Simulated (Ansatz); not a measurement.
A nudged elastic band was laid between two geometries of AlH$_{3}$ (4 atoms, charge 0, multiplicity 1).

These are results of RKS PBE0-D4/cc-pVDZ (Ansatz 0.2.0), not measurements.

| Item | Value |
| --- | --- |
| movable images | 7 |
| climbing image | yes |
| spring | 5.0 eV/Å² |
| optimiser | quadratic models (default) |
| start path | through a guess of the saddle point |
| force threshold | 0.05 eV/Å |
| iteration limit | 60 |
| end points | relaxed |

Image 0:

```xyz
4
Properties=species:S:1:pos:R:3
Al 0.392 0.000 0.226
H 0.393 0.000 1.822
H 1.774 0.000 -0.571
H -0.990 0.000 -0.571
```

Image 8:

```xyz
4
Properties=species:S:1:pos:R:3
Al -0.937 0.006 0.664
H 1.494 -0.002 0.977
H 1.440 -0.002 0.203
H -0.427 -0.002 -0.937
```

**Question.** What changes between the two ends?

**Answer.** Bonds broken: Al1–H2, Al1–H3. Bonds formed: H2–H3. AlH3 becomes AlH + H2.

**Question.** What energy profile does the band end with?

**Answer.** The run converged. The highest image is number 5 of 0 to 8, 2.68 eV above the first end and 1.42 eV above the last; the last end lies 1.26 eV above the first. A vibrational analysis at the climbing image gives one clearly imaginary mode, 1216i cm⁻¹: a first-order saddle point. The orbitals stay closed-shell, which can raise the energy where a bond breaks towards radicals; this wasn't checked here.

```csv
image,path coordinate (Å),energy (eV),Al1–H2 (Å),Al1–H3 (Å),H2–H3 (Å)
0,0.00,0.00,1.60,1.60,2.76
1,0.30,0.15,1.59,1.57,2.54
2,0.60,0.62,1.58,1.55,2.29
3,0.90,1.41,1.56,1.58,2.01
4,1.20,2.28,1.55,1.67,1.73
5,1.50,2.68,1.59,1.80,1.45
6,1.84,2.14,1.70,1.93,1.06
7,2.17,1.36,2.00,2.17,0.81
8,2.51,1.26,2.45,2.42,0.78
```

**Question.** What is the geometry of the highest image?

**Answer.** 
```xyz
4
Properties=species:S:1:pos:R:3:forces:R:3
Al -0.271 0.001 0.597 -0.03 0.00 -0.02
H 1.140 0.001 1.334 0.02 0.00 0.01
H 1.393 -0.001 -0.092 -0.01 0.00 -0.01
H -0.694 0.000 -0.933 0.02 0.00 0.02
```

**Question.** What are the harmonic wavenumbers there?

**Answer.** 1216i, 478, 674, 1340, 1910, 1961 cm⁻¹.

Run time: 18 s on 1 thread of Intel(R) Xeon(R) 6975P-C (Granite Rapids) (shared host), peak memory 0.095 GiB.
